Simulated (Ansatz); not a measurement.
Input for Ansatz (development build ahead of 0.2.0):

```yaml
crystal:
  periodic: [false, false, false]
  atoms:
    - { symbol: "N", position_ang: [0.0, 0.0, -1.28981] }
    - { symbol: "N", position_ang: [0.0, 0.0, -0.07375] }
    - { symbol: O, position_ang: [0.0, 0.0, 1.19312] }
basis:
  gaussian: { orbitals: cc-pVDZ }
hamiltonian:
  xc: hf
correlation:
  method: mp2
  frozen_orbitals: { "N": 1, O: 1 }
```

The input is written out in the form of the current development build from the run's settings.

The run gave:

* Converged: yes
* Reference energy: -183.64841 hartree
* Correlation energy: -0.56433 hartree
* Total energy: -184.21274 hartree
* Spin squared of the determinant: 0.000

Caution: in another basis set an unrestricted determinant lies well below.
